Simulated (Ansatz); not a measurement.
Total energies of C4H6S, SMILES `CC1=CSC1`.

Cartesian coordinates in Å:
```
C 0.3972 1.3207 0.5044
C -0.1503 0.0186 0.0595
C -1.3512 -0.5559 0.1862
S -1.0054 -2.0668 -0.6599
C 0.5451 -1.0735 -0.7021
H 1.2541 1.1863 1.1730
H -0.3599 1.8986 1.0374
H 0.7451 1.9188 -0.3444
H -2.2818 -0.2507 0.6468
H 1.3636 -1.5710 -0.1784
H 0.8435 -0.8251 -1.7224
```

The species carries charge 0 and has multiplicity 1. The structure was optimised at the PBE0-D4/def2-TZVP level. Basis def2-TZVPP, the Gaussian-basis code of Ansatz.

RPA on PBE orbitals: Hartree–Fock energy of these orbitals -552.46271 Eh, correlation -1.37150 Eh (frozen core).

```tsv
functional	energy without D4 (Eh)	D4 term (kJ/mol)
PBE	-553.87287	-23.6
B3LYP	-554.27414	-37.9
```

(1) Give the same for LDA (SPW92), revPBE, BLYP, r2SCAN, B97M-V, PBE0, r2SCANh, r2SCAN0, HSE06 (plane-wave form), BHLYP, CAM-B3LYP, LC-ωPBE, ωB97X-V, ωB97M-V, B2PLYP, PBE-QIDH. (An estimate is asked.)

B3LYP takes the VWN-RPA correlation (the form of Gaussian; ORCA's B3LYP/G). HSE06 is the plane-wave form, built on full-range PBE exchange. The double hybrids freeze the cores in their second-order part.

Answers

(1) Ansatz gave: 
| functional | energy without D4 (Eh) | D4 term (kJ/mol) |
| --- | --- | --- |
| LDA (SPW92) | -551.42512 | – |
| revPBE | -554.13913 | -77.5 |
| BLYP | -554.17079 | -52.8 |
| r2SCAN | -554.12882 | -5.8 |
| B97M-V | -554.15912 | – |
| PBE0 | -553.92469 | -19.7 |
| r2SCANh | -554.12048 | -6.1 |
| r2SCAN0 | -554.10907 | -6.7 |
| HSE06 (plane-wave form) | -553.90803 | -18.3 |
| BHLYP | -554.14691 | -27.4 |
| CAM-B3LYP | -554.16860 | -19.8 |
| LC-ωPBE | -554.03176 | – |
| ωB97X-V | -554.14798 | – |
| ωB97M-V | -554.15513 | – |
| B2PLYP | -553.97944 | – |
| PBE-QIDH | -553.81329 | – |

LC-ωPBE has ω = 0.4 bohr⁻¹.
